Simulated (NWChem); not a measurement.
The numbers come from NWChem runs, not from measurements. System: C, charge 1, spin multiplicity 4. Its SCF solution wasn't tested for a lower state. Level: ROCCSD(T)/def2-TZVP, 1 core orbitals frozen.

NWChem printed:

```
             Northwest Computational Chemistry Package (NWChem) 7.3.0
             --------------------------------------------------------

                                NWChem Input Module
                                -------------------

 Scaling coordinates for geometry "geometry" by  1.889725989
 (inverse scale =  0.529177249)

                             Geometry "geometry" -> ""
                             -------------------------

 Output coordinates in angstroms (scale by  1.889725989 to convert to a.u.)

  No.       Tag          Charge          X              Y              Z
 ---- ---------------- ---------- -------------- -------------- --------------
    1 C                    6.0000     0.00000000     0.00000000     0.00000000

 Effective nuclear repulsion energy (a.u.)       0.0000000000

            Nuclear Dipole moment (a.u.)
            ----------------------------
        X                 Y               Z
 ---------------- ---------------- ----------------
     0.0000000000     0.0000000000     0.0000000000

      Symmetry information
      --------------------

 Group name             D2h
 Group number             26
 Group order               8
 No. of unique centers     1

      Symmetry unique atoms

     1


 Summary of "ao basis" -> "" (spherical)
 ------------------------------------------------------------------------------
       Tag                 Description            Shells   Functions and Types
 ---------------- ------------------------------  ------  ---------------------
 *                         def2-tzvp                  on all atoms

 Summary of "ao basis" -> "ao basis" (spherical)
 ------------------------------------------------------------------------------
       Tag                 Description            Shells   Functions and Types
 ---------------- ------------------------------  ------  ---------------------
 C                         def2-tzvp                11       31   5s3p2d1f

                                 NWChem SCF Module
                                 -----------------

  ao basis        = "ao basis"
  functions       =    31
  atoms           =     1
  closed shells   =     1
  open shells     =     3
  charge          =   1.00
  wavefunction    = ROHF
  use symmetry    = T
  symmetry adapt  = T

 Summary of "ao basis" -> "ao basis" (spherical)
 ------------------------------------------------------------------------------
       Tag                 Description            Shells   Functions and Types
 ---------------- ------------------------------  ------  ---------------------
 C                         def2-tzvp                11       31   5s3p2d1f

      Symmetry analysis of basis
      --------------------------

        ag          9
        au          1
        b1g         2
        b1u         5
        b2g         2
        b2u         5
        b3g         2
        b3u         5

 Forming initial guess at       0.1s

      Symmetry analysis of molecular orbitals - initial
      -------------------------------------------------

  Numbering of irreducible representations:

     1 ag          2 au          3 b1g         4 b1u         5 b2g
     6 b2u         7 b3g         8 b3u

  Orbital symmetries:

     1 ag          2 ag          3 b3u         4 b2u         5 b1u
     6 ag          7 b2u         8 b3u         9 b1u        10 b1g
    11 ag         12 b2g        13 b3g        14 ag

 Starting SCF solution at       0.1s

 ----------------------------------------------
         Quadratically convergent ROHF

 Convergence threshold     :          1.000E-07
 Maximum no. of iterations :          100
 Final Fock-matrix accuracy:          1.000E-09
 ----------------------------------------------

              iter       energy          gnorm     gmax       time
             ----- ------------------- --------- --------- --------
                 1      -37.1594078511  2.90D-01  1.95D-01      0.1
                 2      -37.1615659878  2.87D-02  1.34D-02      0.1
                 3      -37.1616394342  1.40D-04  6.10D-05      0.1
                 4      -37.1616394361  7.67D-09  5.20D-09      0.2

       Final ROHF results
       ------------------
[...]
  ----- ------------  ---------------      ----- ------------  ---------------
     4      0.549030  1 C  s                  3      0.534606  1 C  s
     2     -0.271947  1 C  s

 Vector    3  Occ=1.000000D+00  E=-5.306535D-01  Symmetry=b3u
              MO Center=  3.9D-17, -3.1D-33,  1.5D-33, r^2= 7.4D-01
   Bfn.  Coefficient  Atom+Function         Bfn.  Coefficient  Atom+Function
  ----- ------------  ---------------      ----- ------------  ---------------
     6      0.565809  1 C  px                 9      0.494176  1 C  px

 Vector    4  Occ=1.000000D+00  E=-5.306535D-01  Symmetry=b2u
              MO Center= -7.0D-32,  9.1D-16, -1.5D-31, r^2= 7.4D-01
   Bfn.  Coefficient  Atom+Function         Bfn.  Coefficient  Atom+Function
  ----- ------------  ---------------      ----- ------------  ---------------
     7      0.565809  1 C  py                10      0.494176  1 C  py

 Vector    5  Occ=0.000000D+00  E=-3.194584D-01  Symmetry=b1u
              MO Center= -1.5D-14,  1.5D-14, -2.6D-14, r^2= 1.3D+00
   Bfn.  Coefficient  Atom+Function         Bfn.  Coefficient  Atom+Function
  ----- ------------  ---------------      ----- ------------  ---------------
    11      0.424359  1 C  pz                 8      0.401963  1 C  pz
    14      0.374091  1 C  pz

 Vector    6  Occ=0.000000D+00  E=-2.322542D-02  Symmetry=ag
              MO Center=  5.7D-19,  4.6D-19,  1.3D-16, r^2= 4.1D+00
   Bfn.  Coefficient  Atom+Function         Bfn.  Coefficient  Atom+Function
  ----- ------------  ---------------      ----- ------------  ---------------
     5      2.067971  1 C  s                  4     -1.756915  1 C  s

 Vector    7  Occ=0.000000D+00  E= 5.565621D-02  Symmetry=b2u
              MO Center= -4.8D-34,  2.0D-18,  2.9D-33, r^2= 4.4D+00
   Bfn.  Coefficient  Atom+Function         Bfn.  Coefficient  Atom+Function
  ----- ------------  ---------------      ----- ------------  ---------------
    13      1.317367  1 C  py                10     -0.644151  1 C  py
     7     -0.200295  1 C  py

 center of mass
 --------------
 x =   0.00000000 y =   0.00000000 z =   0.00000000

 moments of inertia (a.u.)
 ------------------
           0.000000000000           0.000000000000           0.000000000000
           0.000000000000           0.000000000000           0.000000000000
           0.000000000000           0.000000000000           0.000000000000

  Mulliken analysis of the total density
  --------------------------------------

    Atom       Charge   Shell Charges
 -----------   ------   -------------------------------------------------------
    1 C    6     5.00   0.85  1.13  0.47  0.52  0.03  1.01  0.89  0.09  0.00  0.00  0.00

 Mulliken analysis of the open-shell density
 -------------------------------------------

    Atom       Charge   Shell Charges
 -----------   ------   -------------------------------------------------------
    1 C    6     3.00   0.02 -0.03  0.46  0.52  0.03  1.01  0.89  0.09  0.00  0.00  0.00

       Multipole analysis of the density wrt the origin
       ------------------------------------------------

     L   x y z        total         open         nuclear
     -   - - -        -----         ----         -------
     0   0 0 0      1.000000     -3.000000      6.000000

     1   1 0 0     -0.000000     -0.000000      0.000000
     1   0 1 0     -0.000000     -0.000000      0.000000
     1   0 0 1      0.000000      0.000000      0.000000

     2   2 0 0     -3.014921     -2.950208      0.000000
     2   1 1 0      0.000000      0.000000      0.000000
     2   1 0 1      0.000000      0.000000      0.000000
     2   0 2 0     -3.014921     -2.950208      0.000000
     2   0 1 1      0.000000      0.000000      0.000000
     2   0 0 2     -1.871123     -1.806476      0.000000

                   NWChem Extensible Many-Electron Theory Module
                   ---------------------------------------------


            General Information
            -------------------
      Number of processors :     1
         Wavefunction type : Restricted open-shell Hartree-Fock
          No. of electrons :     5
           Alpha electrons :     4
            Beta electrons :     1
           No. of orbitals :    62
            Alpha orbitals :    31
             Beta orbitals :    31
        Alpha frozen cores :     1
         Beta frozen cores :     1
     Alpha frozen virtuals :     0
      Beta frozen virtuals :     0
         Spin multiplicity : quartet
    Number of AO functions :    31
       Number of AO shells :    11
        Use of symmetry is : on
      Symmetry adaption is : on
         Schwarz screening : 0.10D-09

          Correlation Information
          -----------------------
          Calculation type : Coupled-cluster singles & doubles w/ perturbation
   Perturbative correction : (T)
            Max iterations :      100
        Residual threshold : 0.10D-05
     T(0) DIIS level shift : 0.00D+00
     L(0) DIIS level shift : 0.00D+00
     T(1) DIIS level shift : 0.00D+00
     L(1) DIIS level shift : 0.00D+00
     T(R) DIIS level shift : 0.00D+00
     T(I) DIIS level shift : 0.00D+00
   CC-T/L Amplitude update :  5-th order DIIS
                I/O scheme : Global Array Library
        L-threshold :  0.10D-05
        EOM-threshold :  0.10D-05
 no EOMCCSD initial starts read in
 TCE RESTART OPTIONS
 SLICE:      F
 D4D5:       F
 quantumc:   F
 qrotation:  F
 pwtce:      F
 qducc:      F
 nacto:                         0
 nrotv:                         0
 nrot:                          0

            Memory Information
            ------------------
          Available GA space size is     249034878 doubles
          Available MA space size is     104855324 doubles

 Maximum block size supplied by input
 Maximum block size        24 doubles

 tile_dim =      7

 -------------------------------------------------

 Global array virtual files algorithm will be used

 Parallel file system coherency ......... OK

 4-electron integrals stored in orbital form

 v2    file size   =            24241
 4-index algorithm nr.  13 is used
 imaxsize =       30
 imaxsize ichop =        0


CCSD iterations
 ---------------------------------------------------------
 Iter          Residuum       Correlation     Cpu    Wall
 ---------------------------------------------------------
    1   0.0252949223978  -0.0141318954972     0.0     0.0
    2   0.0039800253691  -0.0151741270876     0.0     0.0
    3   0.0011144544772  -0.0153589196114     0.0     0.0
    4   0.0004365453001  -0.0153680645881     0.0     0.0
    5   0.0001983281685  -0.0153773417342     0.0     0.0
    6   0.0000148048196  -0.0153765858093     0.0     0.0
    7   0.0000032844684  -0.0153764104041     0.0     0.0
    8   0.0000009714747  -0.0153764290806     0.0     0.0
 -----------------------------------------------------------------
 Iterations converged
 CCSD correlation energy / hartree =        -0.015376429080552
 CCSD total energy / hartree       =       -37.177015865162609

 Singles contributions

 Doubles contributions
 CCSD(T)
 Using plain CCSD(T) code
             total no. of tasks          150
 total no. of tasks / no. procs          150
                         wl_min            2           1.1
                         wl_max          343           2.6
        thresh for no. of tasks          150

 CCSD[T]  correction energy / hartree =        -0.000059434373518
 CCSD[T] correlation energy / hartree =        -0.015435863454069
 CCSD[T] total energy / hartree       =       -37.177075299536128
 CCSD(T)  correction energy / hartree =        -0.000059053916016
 CCSD(T) correlation energy / hartree =        -0.015435482996568
 CCSD(T) total energy / hartree       =       -37.177074919078628

 Task  times  cpu:        0.9s     wall:        0.9s

 Total times  cpu:        0.9s     wall:        0.9s
```

Question: Write an NWChem input that would produce this output.

Answer: One answer among several that fit: 
```
start mol
memory heap 100 mb stack 700 mb global 1900 mb
charge 1
geometry units angstroms nocenter noautoz
  C      0.000000     0.000000     0.000000
  symmetry group D2h
end
basis spherical
  * library def2-tzvp
end
scf
  rohf
  nopen 3
  maxiter 100
  thresh 1e-7
  semidirect memsize 60000000 filesize 0
  # guess.movecs holds the orbitals of an unrestricted PBE0 run
  vectors input guess.movecs output mol.movecs
end
tce
  freeze core 1
  ccsd(t)
  2eorb
  2emet 13
  thresh 1e-6
  maxiter 100
  tilesize 24
end
task tce energy
```
